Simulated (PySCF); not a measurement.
Simulated C 1s region for `O=CNC1C=C1`, binding energy against the vacuum level.

Every computed line was given a Gaussian of 0.5 eV full width at half maximum and an area set by the number of equivalent atoms; the highest printed point is 100. Level of theory: delta-SCF UKS SCAN, pcX-2 on the ionised atom, pcseg-1 elsewhere, spin-free X2C in PySCF 2.14.0.

binding energy (eV), intensity and a bar:
```
    290.5          1 
    290.6          4 #
    290.7         11 ###
    290.8         26 ########
    290.9         51 ###############
    291.0         80 ########################
    291.1        100 ##############################
    291.2        100 ##############################
    291.3         80 ########################
    291.4         52 ###############
    291.5         27 ########
    291.6         11 ###
    291.7          4 #
    291.8          3 #
    291.9          6 ##
    292.0         15 ####
    292.1         28 ########
    292.2         42 ############
    292.3         51 ###############
    292.4         49 ###############
    292.5         38 ###########
    292.6         24 #######
    292.7         12 ###
    292.8          5 #
    292.9          3 #
    293.0          6 ##
    293.1         13 ####
    293.2         26 ########
    293.3         40 ############
    293.4         50 ###############
    293.5         50 ###############
    293.6         40 ############
    293.7         25 #######
    293.8         13 ####
    293.9          5 #
    294.0          2 
    294.1          0
```

Problem. Count the maxima, the lines and the sites behind this envelope.

Solution. The curve has 3 maxima (at 291.1, 292.3 and 293.4 eV). Under it lie 3 lines from 3 inequivalent carbon sites.

Problem. Decompose the envelope and assign each component. Numbering: `[O:1]=[CH:2][NH:3][CH:4]1[CH:5]=[CH:6]1`.

Solution. 
```tsv
position (eV)	relative area	line	atoms	environment
291.15	2	C 1s	C5/C6	alkene CH carbon
292.34	1	C 1s	C4	sp3 carbon bound to nitrogen
293.45	1	C 1s	C2	amide carbonyl carbon
```

Problem. What are the centre and the root-mean-square width of the whole band?

Solution. The area-weighted mean of the lines is 292.02 eV. Their own spread about it is 0.95 eV (rms) and each Gaussian has σ = 0.5/2.355 = 0.21 eV; the variances add, which gives 0.98 eV.

The listed C 1s values span 2.30 eV, from C5/C6 (bonded to C (double bond), C and H) to C2 (bonded to O (double bond), N and H).

No satellites, vibrations or lifetime broadening are included. Atoms equivalent by their bonding share one computed value, that of the first of them. The structure is a single GFN2-xTB conformer in the gas phase; no vibrational or solvent corrections.

Time: 18 s wall; peak memory 0.52 GiB. Hardware: an Intel Xeon 6975P-C with one thread, shared host with 192 logical CPUs at a one-minute load of 46.

The values belong to the conformer `[O:1]=[CH:2][NH:3][CH:4]1[CH:5]=[CH:6]1`: O1–C2–N3–C4 0°, C2–N3–C4–C5 150°.
